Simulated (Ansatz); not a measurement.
Input file:

```yaml
crystal:
  periodic: [false, false, false]
  atoms:
    - {symbol: Ge, position_ang: [0.000000, -0.034402, 0.705336]}
    - {symbol: O, position_ang: [0.000000, 0.083408, -1.183652]}
    - {symbol: N, position_ang: [0.000000, -0.028781, -2.354015]}
    - {symbol: H, position_ang: [0.000000, 1.555244, 0.668777]}
basis:
  gaussian: {orbitals: cc-pVDZ}
total_charge: 1
magnetization: {spin_polarized: false, initial_magnetization: 1}
correlation: {method: mp2, electrons: outside_noble_gas}
```

```sh
$ ansatz run in.yaml --threads 1 --pin off --events-out ev --progress --plain --max-ram 2393MiB
```

Problem. Roughly how long does this take on 1 thread of Intel Xeon Platinum 8488C, shared host, and how much host memory?

Solution. 10 s wall and 0.18 GiB.

```
639 factors; integrals over basis functions are off by at most 1.2e-3 eV
mean field evaluation 1: about -59983.3663 eV, gradient 5.6e1 eV
mean field evaluation 2: about -59983.4735 eV, gradient 5.6e1 eV
mean field evaluation 4: about -59994.7656 eV, gradient 1.5e1 eV
mean field evaluation 8: about -59996.8262 eV, gradient 1.4e0 eV
mean field evaluation 16: about -59996.8449 eV, gradient 6.2e-6 eV
mean field evaluation 32: about -59996.8404 eV, gradient 2.5e-1 eV
mean field evaluation 64: about -59983.3549 eV, gradient 3.3e1 eV
mean field evaluation 96: about -59996.8449 eV, gradient 1.2e-1 eV
mean field -59996.84491713 eV, -2204.8433833823 hartree, gradient 6.1e-6 eV, S^2 0.750000; 7 other end points of the search recorded, 0 dependent functions left out
mean field evaluation 128: about -59996.6265 eV, gradient 3.9e0 eV
mean field evaluation 160: about -59997.0262 eV, gradient 2.4e-1 eV
mean field evaluation 192: about -59997.0186 eV, gradient 5.2e-1 eV
mean field evaluation 224: about -59993.0795 eV, gradient 7.1e0 eV
mean field evaluation 256: about -59996.6799 eV, gradient 1.3e-2 eV
16 core orbitals not correlated: weight in the atoms' cores, before any rotation towards them, 0.950 or more for the frozen orbitals, at most 0.061 for the correlated occupied ones
reference -59996.84491713 eV, -2204.8433833823 hartree; 8, 7 occupied and 36, 37 virtual orbitals, 639 factors
second order -10.37627774 eV of doubles, -0.10149592 eV of singles
Total energy: -60007.32269079 eV, -2205.2284344625 hartree
```
